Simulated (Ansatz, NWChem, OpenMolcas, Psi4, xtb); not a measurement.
Ligand exchange: SiH(CH3) + H2S → SiH(SH) + CH4

Species: SiH(CH3), singlet; H2S (hydrogen sulfide) `S`, singlet; SiH(SH), singlet; CH4 (methane) `C`, singlet. The partners trade CH3 for SH: Si–CH3 and H–SH bonds give way to Si–SH and H–CH3.

Shapes, held fixed at every level: PBE0-D4/def2-TZVP. Flexible molecules stand in one conformer, not always the lowest. Programs: Ansatz 0.2.0, NWChem 7.3.0, OpenMolcas 26.06, Psi4 1.11, xtb 6.7.1. A level may come from different programs for different species; with the same settings they agree closely. Electronic energies: no zero-point or thermal term.

| level | kind | ΔE (kJ/mol) |
| --- | --- | --- |
| GFN0-xTB | semi-empirical | -162.7 |
| HF/STO-3G | Hartree–Fock | -120.1 |
| HF/3-21G | Hartree–Fock | -108.2 |
| HF/def2-SVP | Hartree–Fock | -126.8 |
| PBE0/def2-SVP | global hybrid | -141.0 |
| B3LYP/6-31G* (Cartesian functions) | global hybrid | -148.1 |

B3LYP/6-31G* (Cartesian functions) gives ΔE = -148.1 kJ/mol; the levels span -162.7 to -108.2. The median of the levels is -133.9. No measured value is set beside it here. B3LYP/6-31G* (Cartesian functions) lies outside the range of all other levels here, so it shouldn't be taken on trust. Rows in sets without polarisation functions are far from converged.
